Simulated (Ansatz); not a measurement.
```yaml
crystal:
  periodic: [false, false, false]
  atoms:
    - {symbol: P, position_ang: [-0.375308, -0.916693, -1.148066]}
    - {symbol: P, position_ang: [-0.510555, -1.160051, 0.930482]}
    - {symbol: P, position_ang: [1.262976, -0.044737, 0.837936]}
    - {symbol: P, position_ang: [0.278696, 1.001257, -0.669499]}
    - {symbol: H, position_ang: [-1.643862, -0.633028, -1.363965]}
    - {symbol: H, position_ang: [-1.286560, -0.102556, 1.106321]}
    - {symbol: H, position_ang: [0.996514, 0.772284, 1.836826]}
    - {symbol: H, position_ang: [1.278099, 1.083525, -1.530045]}
basis:
  gaussian: {orbitals: aug-cc-pVDZ, nuclear_model: gaussian}
magnetization: {spin_polarized: true, initial_magnetization: 2}
hamiltonian: {xc: {name: HF}}
correlation: {method: rpa}
scf: {omitted_lower_state_checks: [starts]}
```

```sh
$ ansatz run in.yaml --threads 4 --pin off --events-out ev --progress --plain --max-ram 3916MiB
```

It prints (some lines left out):

```
Functional definition: HF
1452 factors; integrals over basis functions are off by at most 9.7e-4 eV
mean field evaluation 1: about -37143.2170 eV, gradient 1.1e1 eV
mean field evaluation 2: about -37143.2188 eV, gradient 1.1e1 eV
mean field evaluation 4: about -37144.9203 eV, gradient 2.3e0 eV
mean field evaluation 8: about -37145.1387 eV, gradient 6.1e-1 eV
mean field evaluation 16: about -37145.2547 eV, gradient 1.6e-4 eV
mean field evaluation 32: about -37145.2547 eV, gradient 1.5e-5 eV
mean field -37145.26249619 eV, -1365.0632187716 hartree, gradient 2.6e-6 eV, S^2 2.042347; 1 other end points of the search recorded, 0 dependent functions left out
20 core orbitals not correlated: weight in the atoms' cores, before any rotation towards them, 1.000 or more for the frozen orbitals, at most 0.000 for the correlated occupied ones
reference -37145.26249619 eV, -1365.0632187716 hartree; 13, 11 occupied and 111, 113 virtual orbitals, 1452 factors
Total energy: -37161.12393321 eV, -1365.6461158310 hartree
Checks for a lower state left out: starts
```

Hardware: 4 threads of Arm Neoverse N1 on a shared host. Wall time 13 s.

Correlated methods freeze 20 core orbitals.
